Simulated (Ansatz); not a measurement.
Ansatz (a quantum-chemistry and plane-wave program) input (PBE/def2-TZVP):

Ansatz 0.2 input:
```yaml
crystal:
  periodic: [false, false, false]
  atoms:
    - {symbol: C, position_ang: [0.00394345, 0.00524516, 0.76725426]}
    - {symbol: Cl, position_ang: [-0.01752138, 1.48253369, -0.22626440]}
    - {symbol: Cl, position_ang: [0.01529894, -1.48548974, -0.20614288]}
    - {symbol: H, position_ang: [-0.89039947, -0.00050138, 1.37837936]}
    - {symbol: H, position_ang: [0.90452024, 0.01928333, 1.36901878]}
basis:
  gaussian:
    orbitals: def2-TZVP
hamiltonian:
  xc: {name: PBE}
relax: {f_tol: 0.003, max_steps: 100}
```

Output:

```
Functional definition: PBE
integrals: 0.04 GiB planned
780 factors; their error is unknown
mean field: 0.29 GiB planned
mean field evaluation 1: about -26100.3764 eV, gradient 4.2e1 eV
mean field evaluation 2: about -26091.0755 eV, gradient 7.0e1 eV
mean field evaluation 4: about -26104.3776 eV, gradient 2.0e0 eV
mean field evaluation 8: about -26104.3734 eV, gradient 6.7e-2 eV
mean field evaluation 16: about -26104.3734 eV, gradient 1.9e-5 eV
mean field -26104.37344219 eV, -959.3180298207 hartree, gradient 1.9e-5 eV, S^2 0.000000; 0 other end points of the search recorded, 0 dependent functions left out
the calculation of the forces begins
reference -26104.37347265 eV, -959.3180309400 hartree; 21, 21 occupied and 96, 96 virtual orbitals, 780 factors
relax step   1: F+E_penalty+E_count = -26104.37344219 eV  Δ(F+E_penalty+E_count) = +0.000e0 eV  max|allowed force component| = 3.673e-1 eV/Å  Δτ_max = 0.0000 Å  (27 SCF iters, accepted)
these checks for a lower state are left out or cut short: starts, cluster_reference, orbital_swaps, neighbouring_geometries, increment
integrals: 0.04 GiB planned
780 factors; their error is unknown
mean field: 0.29 GiB planned
mean field -26104.37647405 eV, -959.3181412395 hartree, gradient 2.3e-5 eV, S^2 0.000000; 0 other end points of the search recorded, 0 dependent functions left out
the calculation of the forces begins
reference -26104.37650454 eV, -959.3181423598 hartree; 21, 21 occupied and 96, 96 virtual orbitals, 780 factors
relax step   2: F+E_penalty+E_count = -26104.37647405 eV  Δ(F+E_penalty+E_count) = -3.032e-3 eV  max|allowed force component| = 1.071e-1 eV/Å  Δτ_max = 0.0060 Å  (31 SCF iters, accepted)
these checks for a lower state are left out or cut short: starts, cluster_reference, orbital_swaps, neighbouring_geometries, increment
integrals: 0.04 GiB planned
780 factors; their error is unknown
mean field: 0.29 GiB planned
mean field evaluation 32: about -26104.3768 eV, gradient 2.3e-5 eV
mean field -26104.37675730 eV, -959.3181516486 hartree, gradient 2.3e-5 eV, S^2 0.000000; 0 other end points of the search recorded, 0 dependent functions left out
the calculation of the forces begins
reference -26104.37678779 eV, -959.3181527691 hartree; 21, 21 occupied and 96, 96 virtual orbitals, 780 factors
relax step   3: F+E_penalty+E_count = -26104.37675730 eV  Δ(F+E_penalty+E_count) = -2.832e-4 eV  max|allowed force component| = 1.263e-2 eV/Å  Δτ_max = 0.0026 Å  (31 SCF iters, accepted)
these checks for a lower state are left out or cut short: starts, cluster_reference, orbital_swaps, neighbouring_geometries, increment
integrals: 0.04 GiB planned
780 factors; their error is unknown
mean field: 0.29 GiB planned
mean field -26104.37676025 eV, -959.3181517573 hartree, gradient 2.3e-5 eV, S^2 0.000000; 0 other end points of the search recorded, 0 dependent functions left out
the calculation of the forces begins
reference -26104.37679075 eV, -959.3181528779 hartree; 21, 21 occupied and 96, 96 virtual orbitals, 780 factors
relax step   4: F+E_penalty+E_count = -26104.37676025 eV  Δ(F+E_penalty+E_count) = -2.958e-6 eV  max|allowed force component| = 4.233e-3 eV/Å  Δτ_max = 0.0003 Å  (31 SCF iters, accepted)
these checks for a lower state are left out or cut short: starts, cluster_reference, orbital_swaps, neighbouring_geometries, increment
integrals: 0.04 GiB planned
780 factors; their error is unknown
mean field: 0.29 GiB planned
mean field -26104.37676097 eV, -959.3181517835 hartree, gradient 2.3e-5 eV, S^2 0.000000; 0 other end points of the search recorded, 0 dependent functions left out
the calculation of the forces begins
reference -26104.37679146 eV, -959.3181529042 hartree; 21, 21 occupied and 96, 96 virtual orbitals, 780 factors
relax step   5: F+E_penalty+E_count = -26104.37676097 eV  Δ(F+E_penalty+E_count) = -7.145e-7 eV  max|allowed force component| = 5.044e-4 eV/Å  Δτ_max = 0.0002 Å  (32 SCF iters, accepted)
integrals: 0.04 GiB planned
780 factors; their error is unknown
mean field: 0.29 GiB planned
mean field evaluation 64: about -26104.3768 eV, gradient 2.0e-2 eV
mean field -26104.37676097 eV, -959.3181517835 hartree, gradient 2.3e-5 eV, S^2 0.000000; 1 other end points of the search recorded, 0 dependent functions left out
the calculation of the forces begins
reference -26104.37679146 eV, -959.3181529042 hartree; 21, 21 occupied and 96, 96 virtual orbitals, 780 factors
Total energy: -26104.37679146 eV, -959.3181529042 hartree
Atom 0 at     0.003924     0.005219     0.763451 Å, force     0.000003     0.000003     0.000504 eV/Å
Atom 1 at    -0.017550     1.484928    -0.226614 Å, force    -0.000004     0.000284    -0.000156 eV/Å
Atom 2 at     0.015324    -1.487888    -0.206460 Å, force     0.000002    -0.000286    -0.000152 eV/Å
Atom 3 at    -0.898224    -0.000572     1.380655 Å, force     0.000264     0.000002    -0.000099 eV/Å
Atom 4 at     0.912368     0.019385     1.371213 Å, force    -0.000265    -0.000004    -0.000096 eV/Å
Dipole moment:     0.001712     0.002277     0.333044 e Å
```
